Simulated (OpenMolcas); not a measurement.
**CO⁺ at 1.111 Å: OpenMolcas input and output**

Input (each module block was a call of its own in one work directory; start orbitals came from a preliminary run):

```
&GATEWAY
Coord
2
angstrom
O 0.0 0.0 0.0
C 0.0 0.0 1.1110
Basis=ANO-RCC-VTZP
Group=XY
RX2C
AMFI
ANGMom
0.0 0.0 0.0
RICD
&SEWARD
&GUESSORB
&RASSCF
FileOrb=$CurrDir/o21.orb
Symmetry=1
Spin=2
nActEl=7 0 0
Inactive=3 0
RAS2=3 4
CIRoot=2 2 1
Linear
Iterations=120 100
OrbListing=Nothing
PRWF=0.15
>>COPY $Project.RasOrb $CurrDir/o21.orb
>>COPY $Project.rasscf.h5 $CurrDir/r21.h5
&CASPT2
XMultistate=all
Imaginary=0.2
IPEA=0.25
MaxIter=40
>>COPY $Project.JobMix JOB001
&RASSCF
FileOrb=$CurrDir/o22.orb
Symmetry=2
Spin=2
nActEl=7 0 0
Inactive=3 0
RAS2=3 4
CIRoot=2 2 1
Linear
Iterations=120 100
OrbListing=Nothing
PRWF=0.15
>>COPY $Project.RasOrb $CurrDir/o22.orb
>>COPY $Project.rasscf.h5 $CurrDir/r22.h5
&CASPT2
XMultistate=all
Imaginary=0.2
IPEA=0.25
MaxIter=40
>>COPY $Project.JobMix JOB002
&RASSCF
FileOrb=$CurrDir/o41.orb
Symmetry=1
Spin=4
nActEl=7 0 0
Inactive=3 0
RAS2=3 4
CIRoot=3 3 1
Linear
Iterations=120 100
OrbListing=Nothing
PRWF=0.15
>>COPY $Project.RasOrb $CurrDir/o41.orb
>>COPY $Project.rasscf.h5 $CurrDir/r41.h5
&CASPT2
XMultistate=all
Imaginary=0.2
IPEA=0.25
MaxIter=40
>>COPY $Project.JobMix JOB003
```

```bash
pymolcas m.inp
```

RASSCF and CASPT2 output of these blocks, in excerpt:

```
++    Wave function specifications:
      Number of closed shell electrons           6
      Number of electrons in active shells       7
      Number of inactive orbitals                3
      Number of active orbitals                  7
      Number of secondary orbitals              50
      Spin quantum number                      0.5
      State symmetry                             1
++    Orbital specifications:
      Symmetry species                           1   2
                                                 a   b
      Frozen orbitals                            0   0
      Inactive orbitals                          3   0
      Active orbitals                            3   4
      RAS2 orbitals                              3   4
      Secondary orbitals                        26  24
      Number of basis functions                 32  28
      printout of CI-coefficients larger than  0.15 for root  1
      energy=    -112.501578
      conf/sym  111 2222     Coeff  Weight
           313  02u 0022  -0.89021 0.79247
           340  0u2 0022   0.30308 0.09186
      printout of CI-coefficients larger than  0.15 for root  2
      energy=    -112.261910
      conf/sym  111 2222     Coeff  Weight
           232  02u u0d2   0.19427 0.03774
           309  02u 0u2d  -0.19427 0.03774
           313  02u 0022  -0.33691 0.11351
           340  0u2 0022  -0.86355 0.74572
      Natural orbitals and occupation numbers for root  1
      sym 1:   0.014767   1.969154   1.008678
      sym 2:   0.072453   0.072453   1.931247   1.931247
      Natural orbitals and occupation numbers for root  2
      sym 1:   0.008978   1.063164   1.902767
      sym 2:   0.084198   0.084198   1.928348   1.928348
      RASSCF energy for state  2                   -112.26190971
::    RASSCF root number  1 Total energy:   -112.50157836
::    RASSCF root number  2 Total energy:   -112.26190971
      Von Neumann Entropy (Root   1) =  1.01670
++    Wave function specifications:
      Number of closed shell electrons           2
      Number of electrons in active shells       7
      Number of inactive orbitals                1
      Number of active orbitals                  7
      Number of secondary orbitals              50
      Spin quantum number                      0.5
      State symmetry                             1
      Number of CSFs                           392
      Number of CASSCF root(s) available         2
      CASPT2 state passed to geometry opt.       2
      A file JOBMIX will be created
      This is a MULTI-STATE CASSCF reference
      Number of CI roots used                    2
      These are:                                 1   2
      Off-diagonal elements of Heff are computed
  FINAL CASPT2 RESULT:
      Reference energy:        -112.5015783601
      E2 (Non-variational):      -0.2007983006
      Shift correction:          -0.0006994483
      E2 (Variational):          -0.2014977488
      Total energy:            -112.7030761089
      Reference weight:           0.95523
  FINAL CASPT2 RESULT:
      Reference energy:        -112.2619097103
      E2 (Non-variational):      -0.2202633627
      Shift correction:          -0.0009099203
      E2 (Variational):          -0.2211732829
      Total energy:            -112.4830829933
      Reference weight:           0.94703
       Total XMS-CASPT2 energies:
::    XMS-CASPT2 Root  1     Total energy:   -112.70253129
::    XMS-CASPT2 Root  2     Total energy:   -112.48362781
++    Wave function specifications:
      Number of closed shell electrons           6
      Number of electrons in active shells       7
      Number of inactive orbitals                3
      Number of active orbitals                  7
      Number of secondary orbitals              50
      Spin quantum number                      0.5
      State symmetry                             2
      printout of CI-coefficients larger than  0.15 for root  1
      energy=    -112.380860
      conf/sym  111 2222     Coeff  Weight
           157  022 002u   0.96843 0.93785
      printout of CI-coefficients larger than  0.15 for root  2
      energy=    -112.380860
      conf/sym  111 2222     Coeff  Weight
           160  022 00u2   0.96843 0.93785
      Natural orbitals and occupation numbers for root  1
      sym 1:   0.016611   1.942279   1.984374
      sym 2:   0.049539   0.044601   1.964281   0.998316
      Natural orbitals and occupation numbers for root  2
      sym 1:   0.016611   1.942279   1.984374
      sym 2:   0.044601   0.049539   0.998316   1.964281
      RASSCF energy for state  2                   -112.38086024
::    RASSCF root number  1 Total energy:   -112.38086024
::    RASSCF root number  2 Total energy:   -112.38086024
      Von Neumann Entropy (Root   1) =  0.89008
++    Wave function specifications:
      Number of closed shell electrons           2
      Number of electrons in active shells       7
      Number of inactive orbitals                1
      Number of active orbitals                  7
      Number of secondary orbitals              50
      Spin quantum number                      0.5
      State symmetry                             2
      Number of CSFs                           392
      Number of CASSCF root(s) available         2
      CASPT2 state passed to geometry opt.       2
      A file JOBMIX will be created
      This is a MULTI-STATE CASSCF reference
      Number of CI roots used                    2
      These are:                                 1   2
      Off-diagonal elements of Heff are computed
  FINAL CASPT2 RESULT:
      Reference energy:        -112.3808602413
      E2 (Non-variational):      -0.1957292001
      Shift correction:          -0.0004928609
      E2 (Variational):          -0.1962220609
      Total energy:            -112.5770823022
      Reference weight:           0.95820
  FINAL CASPT2 RESULT:
      Reference energy:        -112.3808602374
      E2 (Non-variational):      -0.1957292034
      Shift correction:          -0.0004928609
      E2 (Variational):          -0.1962220643
      Total energy:            -112.5770823017
      Reference weight:           0.95820
       Total XMS-CASPT2 energies:
::    XMS-CASPT2 Root  1     Total energy:   -112.57708230
::    XMS-CASPT2 Root  2     Total energy:   -112.57708230
++    Wave function specifications:
      Number of closed shell electrons           6
      Number of electrons in active shells       7
      Number of inactive orbitals                3
      Number of active orbitals                  7
      Number of secondary orbitals              50
      Spin quantum number                      1.5
      State symmetry                             1
      printout of CI-coefficients larger than  0.15 for root  1
      energy=    -112.239430
      conf/sym  111 2222     Coeff  Weight
           131  0u2 u0u2   0.68994 0.47601
           163  0u2 0u2u  -0.68994 0.47601
      printout of CI-coefficients larger than  0.15 for root  2
      energy=    -112.188581
      conf/sym  111 2222     Coeff  Weight
           128  0u2 u02u   0.56784 0.32244
           131  0u2 u0u2  -0.40604 0.16486
           163  0u2 0u2u  -0.40604 0.16486
           164  0u2 0uu2  -0.56784 0.32244
      printout of CI-coefficients larger than  0.15 for root  3
      energy=    -112.188581
      conf/sym  111 2222     Coeff  Weight
           128  0u2 u02u   0.40604 0.16486
           131  0u2 u0u2   0.56784 0.32244
           163  0u2 0u2u   0.56784 0.32244
           164  0u2 0uu2  -0.40604 0.16486
      Natural orbitals and occupation numbers for root  1
      sym 1:   0.016507   1.000739   1.981614
      sym 2:   0.528743   0.528743   1.471827   1.471827
      Natural orbitals and occupation numbers for root  2
      sym 1:   0.014065   1.000191   1.984282
      sym 2:   0.515674   0.515674   1.485057   1.485057
      Natural orbitals and occupation numbers for root  3
      sym 1:   0.014065   1.000191   1.984282
      sym 2:   0.515674   0.515674   1.485057   1.485057
      RASSCF energy for state  3                   -112.18858123
::    RASSCF root number  1 Total energy:   -112.23943010
::    RASSCF root number  2 Total energy:   -112.18858123
::    RASSCF root number  3 Total energy:   -112.18858123
      Von Neumann Entropy (Root   1) =  2.23613
++    Wave function specifications:
      Number of closed shell electrons           2
      Number of electrons in active shells       7
      Number of inactive orbitals                1
      Number of active orbitals                  7
      Number of secondary orbitals              50
      Spin quantum number                      1.5
      State symmetry                             1
      Number of CSFs                           200
      Number of CASSCF root(s) available         3
      CASPT2 state passed to geometry opt.       3
      A file JOBMIX will be created
      This is a MULTI-STATE CASSCF reference
      Number of CI roots used                    3
      These are:                                 1   2   3
      Off-diagonal elements of Heff are computed
  FINAL CASPT2 RESULT:
      Reference energy:        -112.2394300951
      E2 (Non-variational):      -0.1952785574
      Shift correction:          -0.0005640255
      E2 (Variational):          -0.1958425829
      Total energy:            -112.4352726779
      Reference weight:           0.95716
  FINAL CASPT2 RESULT:
      Reference energy:        -112.1885812334
      E2 (Non-variational):      -0.2039279867
      Shift correction:          -0.0006504377
      E2 (Variational):          -0.2045784244
      Total energy:            -112.3931596577
      Reference weight:           0.95471
  FINAL CASPT2 RESULT:
      Reference energy:        -112.1885812334
      E2 (Non-variational):      -0.2039829863
      Shift correction:          -0.0006537383
      E2 (Variational):          -0.2046367246
      Total energy:            -112.3932179580
      Reference weight:           0.95464
       Total XMS-CASPT2 energies:
::    XMS-CASPT2 Root  1     Total energy:   -112.43527268
::    XMS-CASPT2 Root  2     Total energy:   -112.39321923
::    XMS-CASPT2 Root  3     Total energy:   -112.39315838
```

Only roots inside an energy window near the equilibrium distance were included, so the list of states is not complete; labels number the states computed. Each spin and symmetry block has orbitals of its own, averaged over its own roots, so gaps between blocks are less sure than gaps within one and near the minimum can be off by tenths of an eV, in bad cases by more. No Rydberg orbitals are active, so Rydberg states, and σ→σ* states whose orbital the CASSCF left unused, can be missing between those listed. CASPT2 splits the two components of degenerate states numerically, here by up to 13 cm⁻¹. No roots were computed in block 4b (none fell in the window or the block failed), so states of that kind are missing and can lie low or lowest.
